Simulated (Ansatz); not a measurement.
We consider Cu₂ZnSnS₄ (I-4, No. 82), described by PBEsol (Ansatz, a program for electronic structure, plane waves, PAW).

Run with plane-wave cutoff 520 eV, 10×10×10 k mesh, Fermi–Dirac smearing 0.01 eV, no spin polarisation, scalar-relativistic PAW data made under PBE.

Cell (relaxed at this level):

Cu2SnZnS4 has the tetragonal space group I-4 (No. 82), Pearson symbol tI16. Cell: a = 5.374 Å, b = 5.374 Å, c = 10.755 Å, α = 90.00°, β = 90.00°, γ = 90.00°. Zn on 2c has 4 S at 2.328 Å (tetrahedral). Cu1 on 2a is coordinated by 4 S at 2.273 Å (tetrahedral). Cu2 on 2d is surrounded by 4 S at 2.272 Å (tetrahedral). Sn on 2b is surrounded by 4 S at 2.446 Å (tetrahedral). S on 8g has 2 Cu at 2.272 Å and 1 Zn at 2.328 Å and 1 Sn at 2.446 Å (tetrahedral). (Neighbours: up to the widest gap in distance over summed covalent radii, below 1.35, at either atom; cation-cation and far metal-metal contacts left out.)
(The calculation used a cell of 8 atoms; values per cell refer to that cell.)

### Question
Predict the band gap and bulk modulus.

### Answer

* **band gap**: 0.11 eV (on the SCF k mesh)
* **bulk modulus**: 80.2 GPa

Measured, for comparison: band gap 1.49 eV (temperature not stated, no zero-point or thermal correction, direct; as tabulated in Wikipedia's data pages).

Note: the bulk modulus is −V dP/dV from two relaxed cells at ±2 % in volume.

Spin–orbit coupling is not included.

The computed numbers hold no vibrational or temperature effects.

Cost on a shared machine: around 30 core-minutes (rough).
